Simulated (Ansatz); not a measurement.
# Relative stability

Two relaxed structures of CHOS, doublet (PBE0-D4/def2-TZVP; forces vanish, vibrations not checked).

A:

O1  (-1.055, -0.004, -0.307)
C2  (0.015, -0.065, 0.158)
S3  (0.996, -1.497, 0.523)
H4  (2.017, -0.772, 1.002)
(Å)

B:

```
4
angstrom
O -1.2633 -0.1917 -0.2684
C -0.1229 0.0994 -0.0538
S 1.0963 -1.0264 0.5125
H 0.2899 1.1188 -0.1903
```

Computed with Ansatz 0.2.0 (basis: def2-TZVPP); correlated methods freeze the cores; orbitals are unrestricted. B3LYP uses VWN-RPA correlation.

Task: Which structure is lower at CCSD(T), and by how much? (Judge from chemistry; the value comes from the calculation.)

Result: The calculation gives: A, by 0.063 eV (electronic energy, against the other). By their contacts, A is CHOS ([O][C][SH]) and B is CHOS ([O][CH][S]).

Task: Do the other methods give the same order? (A judgement: the text doesn't fix the answer.)

Result: By the calculation: Not all: HF gives the other order.

```csv
method,E(B) − E(A) (eV)
PBE-D4,0.120
r2SCAN-D4,0.109
PBE0-D4,0.078
B3LYP-D4,0.072
wB97M-V,0.112
HF,-0.165
MP2,0.075
CCSD,0.017
CCSD(T),0.063
```

No T1 diagnostic of these runs exceeds 0.022. ⟨S²⟩ of the unrestricted Hartree–Fock references: 0.76 to 0.77 (a pure state has 0.75).

Labels in which every atom is bracketed show which atoms are joined, not bond orders.

For scale, one of the runs: CCSD(T)/def2-TZVPP, 118 basis functions, launched by `ansatz run in.yaml --threads 2 --pin off --events-out ev --progress --plain --max-ram 4352MiB`. The run took 29 s on 2 CPU threads of an Arm Neoverse V1 (shared host), with 1 GiB of host memory at its peak.
